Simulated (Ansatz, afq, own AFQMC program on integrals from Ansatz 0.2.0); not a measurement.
**BSiH5, singlet: AFQMC among the cluster methods**

```xyz
7

B    -2.1196    0.0401    0.0000
H    -2.7163    1.0737    0.0000
H    -2.7163   -0.9935    0.0000
H    -0.6336    0.0401    0.0000
Si    0.9234    0.0401    0.0000
H     1.5356   -0.8342    1.0900
H     1.5356   -0.8342   -1.0900
```

Basis cc-pVDZ. Only valence electrons are correlated. Integrals, coupled cluster, full CI and functionals: Ansatz 0.2.0; the random walks run on the same integrals in our own AFQMC program. The CISD trial takes its coefficients from CCSD amplitudes. Released means that phaseless walkers are propagated on without the constraint, phases kept. Error bars are statistical, one sigma.

Determinant: RHF, the one that the program's search chose, which needn't be the lowest solution. The geometry is a point of a scan.

No full CI on the walks' own integrals is used here; CCSDT(Q) serves as the reference and is uncertain by about the last step of the cluster series.

Cautions: higher spins were not checked; restricted determinant unstable towards unrestricted (UHF 133 meV lower, ⟨S²⟩ 0.51); raised T1 diagnostic (T1 0.022, weight of the determinant 0.85, largest double 0.12).

```
T1 diagnostic                               : 0.0224
weight of the determinant in the CISD state : 0.847
size of the correlated space                : 12 electrons in 51 orbitals
```

```json
{"level": "MP2", "correlation energy (eV)": "-5.3635"}
{"level": "CCSD", "correlation energy (eV)": "-6.7322"}
{"level": "CCSD(T)", "correlation energy (eV)": "-6.9183"}
```

(1) Estimate where AFQMC with the constraint released lies against CCSD(T) on the same integrals.

(1) 50.9 ± 5.0 meV below CCSD(T).

Reference: CCSDT(Q), correlation energy -6.969 eV. The released energy is read at 2.40 1/Eh (meV from the phaseless value at times in 1/Eh: -6 ± 4 at 0.24, -9 ± 4 at 0.51, -7 ± 4 at 0.99, -9 ± 4 at 1.62, -11 ± 5 at 2.40).

```csv
level,E − E(reference) (meV),share of correlation (%)
CCSD(T),50.5,99.28
CCSDT,10.2,99.85
ph-AFQMC/CISD,10.6 ± 5.1,99.85
released AFQMC,-0.3 ± 5.0,100.00
```

A walk keeps the symmetry of its determinant, which the program's search chose and which needn't be the lowest solution, so a lower state of the same spin and another symmetry isn't excluded. Released energies are given only where the last usable release times agree within the noise; a slower fall can still hide under it.
